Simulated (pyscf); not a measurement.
## Substitution at Si: PH (SMILES [PH]) [triplet] + SiH₄ (SMILES [SiH4]) -> H₃Si–PH• (SMILES [SiH3][PH]) + H• (SMILES [H])

Gas phase, triplet surface, charge 0. Bonds broken: Si3–H4. Bonds formed: P1–Si3. Single points on ωB97X-D3(BJ)/def2-SVP structures (PySCF, gas phase). MP2 and CC: frozen core, UHF for open shells. ΔMP2 is the change of the MP2 total energy from the triple- to the quadruple-zeta basis.

Transition state (Å):

```xyz
7

P      1.1772     0.7587     0.7896
H      1.0585     1.6718    -0.3048
Si    -0.5774    -0.5141    -0.0035
H     -1.9877    -1.4647    -0.7167
H     -0.0672    -0.9220    -1.3514
H     -0.6811    -1.6050     1.0077
H     -1.6954     0.4825    -0.0032
```

One imaginary mode, 559i cm⁻¹; descent along it reached the two sides named.

| bond | change | reactant side (Å) | saddle | product side |
|---|---|---|---|---|
| Si3–H4 | breaks | 1.492 | 1.844 | 3.5 |
| P1–Si3 | forms | 3.6 | 2.308 | 2.250 |

Electronic energies relative to the separated reactants (eV):

| level | barrier | reaction energy | reverse barrier |
|---|---|---|---|
| ωB97X-D3(BJ)/def2-TZVP | 1.11 | +0.93 | 0.18 |
| PBE/def2-TZVP | 0.86 | +0.98 | -0.12 |
| r²SCAN/def2-TZVP | 0.93 | +1.09 | -0.16 |
| B3LYP-D3(BJ)/def2-TZVP | 1.15 | +1.19 | -0.04 |
| PBE0-D3(BJ)/def2-TZVP | 1.00 | +1.00 | 0.00 |
| M06-2X/def2-TZVP | 1.27 | +1.15 | 0.12 |
| ωB97M-D3(BJ)/def2-TZVP | 1.31 | +1.16 | 0.15 |
| HF/def2-TZVP | 2.11 | +1.43 | 0.68 |
| MP2/def2-QZVPP | 1.44 | +1.11 | 0.33 |
| CCSD/def2-TZVPP | 1.63 | +1.39 | 0.24 |
| CCSD(T)/def2-TZVPP | 1.50 | +1.31 | 0.19 |
| CCSD(T)/def2-TZVPP + ΔMP2(QZVPP) | 1.44 | +1.26 | 0.17 |

With CCSD(T)/def2-TZVPP + ΔMP2(QZVPP) energies and thermal terms (ideal gas, 1 atm, RRHO with modes under 100 cm⁻¹ raised to 100, one conformer, R ln 2 for rigid chiral ones), in eV:

| T (K) | ΔH‡ | ΔG‡ | ΔH | ΔG |
|---|---|---|---|---|
| 298 | 1.33 | 1.65 | +1.16 | +1.18 |
| 600 | 1.36 | 1.96 | +1.21 | +1.18 |
| 900 | 1.40 | 2.26 | +1.26 | +1.15 |
| 1200 | 1.42 | 2.54 | +1.30 | +1.10 |

At PBE, r²SCAN, B3LYP-D3(BJ) this geometry lies under the product side: in single points on another level's saddle the reverse barrier vanishes, and the forward threshold there is about the reaction energy. H₃Si–PH• + H• also meet on a surface of lower spin, which isn't treated here. This is the saddle that the search found; another between the same sides may lie lower. The angle at the attacked Si is 177°. The CCSD(T) − MP2 part came from Ansatz, without density fitting, on the same reference.
